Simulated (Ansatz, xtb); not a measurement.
**C5H9O+: which of two isomers lies lower**

Structure I is `CC(C)CC#[O+]`, a singlet and structure II is `C[CH+]/C=C\OC`, a singlet. Both are isolated ions in the gas phase, relaxed with B3LYP-D3(BJ)/def2-SVP; each stands in its lowest conformer found.

Quicker runs give these differences E(II) − E(I): GFN2-xTB −0.052 eV; HF/STO-3G +0.076 eV (at GFN2-xTB geometries); r2SCAN-D4/def2-SVP +0.122 eV (at GFN2-xTB geometries).

**Question.** Which of the two would you expect CCSD(T)/def2-SVP + ΔMP2/def2-TZVPP electronic energies to favour?

**Answer.** Structure I; the calculation gives E(II) − E(I) = +0.490 eV.

The same difference at several levels:

| level | geometry | E(II) − E(I) (eV) | departure from the last row (eV) | job, with rough time for the two |
| --- | --- | --- | --- | --- |
| GFN2-xTB | GFN2-xTB | −0.052 | −0.542 | optimisation, 0.92 s |
| HF/STO-3G | GFN2-xTB | +0.076 | −0.414 | single point, 1.5 s |
| r2SCAN-D4/def2-SVP | GFN2-xTB | +0.122 | −0.368 | single point, 7.8 s |
| B3LYP-D3(BJ)/def2-SVP | B3LYP-D3(BJ)/def2-SVP | +0.064 | −0.426 | optimisation, 73 s |
| HF/def2-SVP | B3LYP-D3(BJ)/def2-SVP | +0.028 | −0.462 | part of the CCSD(T) run |
| MP2/def2-SVP | B3LYP-D3(BJ)/def2-SVP | +0.756 | +0.266 | part of the CCSD(T) run |
| CCSD(T)/def2-SVP | B3LYP-D3(BJ)/def2-SVP | +0.529 | +0.039 | single point |
| CCSD(T)/def2-SVP + ΔMP2/def2-TZVPP | B3LYP-D3(BJ)/def2-SVP | +0.490 |  | single point, 75 s |

As drawn, II has 1 C=C, 2 C–O in place of 2 C–C, 1 C≡O.

GFN2-xTB puts the two in the other order. The largest departure from CCSD(T)/def2-SVP + ΔMP2/def2-TZVPP is that of GFN2-xTB, 0.542 eV. The last row adds to CCSD(T) the change of the MP2 difference between the two basis sets, here −0.039 eV.

With thermal terms from frequencies at re-optimised GFN2-xTB minima (ideal gas, soft modes damped towards free rotors, one conformer each, 298.15 K, 1 atm): the zero-point term adds −0.053 eV; ΔH is +0.446 and ΔG +0.426 eV.

The correlated steps freeze 6 core orbitals. Programs: Ansatz 0.2.0, xtb 6.7.1; the last row on 2 threads of Intel(R) Xeon(R) Processor on a shared host.
